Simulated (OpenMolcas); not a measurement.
Setting up Si3H8 (trisilane) in OpenMolcas

The species is Si3H8 (11 atoms), meant as a singlet with charge 0. SMILES: `[SiH3][SiH2][SiH3]`. The coordinates come from a PBE0-D4/def2-TZVP relaxation.

```xyz
11

Si   -1.2926    1.3667   -0.5253
Si   -0.4626   -0.8073   -0.2963
Si    1.6319   -0.7744    0.7428
H    -2.6258    1.3677   -1.1851
H    -0.3540    2.1804   -1.3441
H    -1.4225    2.0001    0.8146
H    -0.3434   -1.4402   -1.6402
H    -1.4104   -1.6208    0.5164
H     1.5159   -0.1549    2.0904
H     2.5838    0.0318   -0.0680
H     2.1796   -2.1492    0.8948
```

Settings wanted:

| Setting | Value |
| --- | --- |
| method | DFT |
| reference | RKS |
| relativity | none |
| integral approximation | none |
| basis set | 6-31G* |
| task | gradient |
| functional | PBE |
| dispersion | none |
| nucleus | point |
| integration grid | UltraFine |
| SCF convergence threshold | 1e-10 |
| d and f functions | spherical |

Task: Give an OpenMolcas 26.06 job that does this.

Result: This one ran through:

run.input:
```
* H8Si3 Kohn-Sham DFT

&gateway
 baslib
 $CurrDir
 basisset
 Si.6-31Gs....
 Si1 -1.292570 1.366730 -0.525270 angstrom
 Si2 -0.462570 -0.807300 -0.296320 angstrom
 Si3 1.631930 -0.774400 0.742750 angstrom
 End of Basis
 basisset
 H.6-31Gs....
 H4 -2.625850 1.367720 -1.185120 angstrom
 H5 -0.354030 2.180440 -1.344070 angstrom
 H6 -1.422540 2.000090 0.814640 angstrom
 H7 -0.343400 -1.440160 -1.640160 angstrom
 H8 -1.410380 -1.620800 0.516390 angstrom
 H9 1.515950 -0.154940 2.090430 angstrom
 H10 2.583820 0.031780 -0.068050 angstrom
 H11 2.179610 -2.149160 0.894770 angstrom
 End of Basis

&seward
 gridinput
 Grid=UltraFine
 End of Grid

&scf
 ksdft
 PBE
 thresholds
 1e-10 1e-07 1e-07 1e-05
 prorbitals
 1 1

&alaska
```

```bash
$ export MOLCAS_MEM=1860
$ pymolcas run.input > run.log
```

(Basis files named in the input come from the Basis Set Exchange and aren't shown.)

Calculated total energy: -872.73569 Eh, largest force 0.257 eV/Å.
